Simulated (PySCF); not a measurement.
Which determinant of AlO lies lowest?

Unrestricted PBE0; Al cc-pV(D+d)Z, O cc-pVDZ; no relativity (PySCF 2.14). Outer shells of the fragments: Al 3s2 3p1; O 2s2 2p4.

Followed along the bond (rough minima from three points):

| 2Ms+1 | unpaired | ⟨S²⟩ at the start | R at minimum (Å) | Te (eV) |
| --- | --- | --- | --- | --- |
| 2 | σ ↑ | 0.77 | 1.64 | 0.00 |
| 2 | π ↑ | 0.75 | 1.80 | 0.47 |
| 4 | σ ↑, π ↑↑ | 3.75 | 1.81 | 3.20 |

Solutions found at the starting distance of 1.795 Å, counted from the lowest of them; the search is not exhaustive and high or unbound solutions are not listed, so other states can lie among these:

| 2Ms+1 | unpaired | term | E (eV) | ⟨S²⟩ | ⟨Lz²⟩ | μ (D) |
| --- | --- | --- | --- | --- | --- | --- |
| 2 | σ ↑ | ²Σ⁺ | 0.00 | 0.77 | 0.00 | -3.75 |
| 2 | π ↑ | ²Π | 0.16 | 0.75 | 1.01 | -1.29 |
| 4 | σ ↑, π ↑↑ | mixed | 2.89 | 3.75 | 2.01 | -1.80 |
| 4 | σ ↑, π ↑↑ | mixed | 3.12 | 3.75 | 2.00 | -1.77 |
| 2 | π ↑ | mixed | 3.88 | 1.31 | 1.00 | -3.46 |
| 4 | σ ↑↑, π ↑ | ⁴Π | 4.79 | 3.75 | 1.00 | -2.17 |

A term symbol is given only where ⟨S²⟩ and ⟨Lz²⟩ are close to those of a pure state; real π, δ and φ orbitals otherwise mix terms. A positive dipole means Al(−)O(+).

**Question.** Compare the gap between the two lowest followed solutions at the starting distance with the gap between their minima.

**Answer.** At PBE0 the second solution (doublet, unpaired electrons π ↑) lies +0.16 eV from the first (doublet, unpaired electrons σ ↑) at 1.795 Å and +0.47 eV at the minima; the two curves relax by different amounts, since their minima lie near 1.80 and 1.64 Å.

Counting both spins, an empty level lies below a filled one in some of these solutions, because spin and occupation are held.
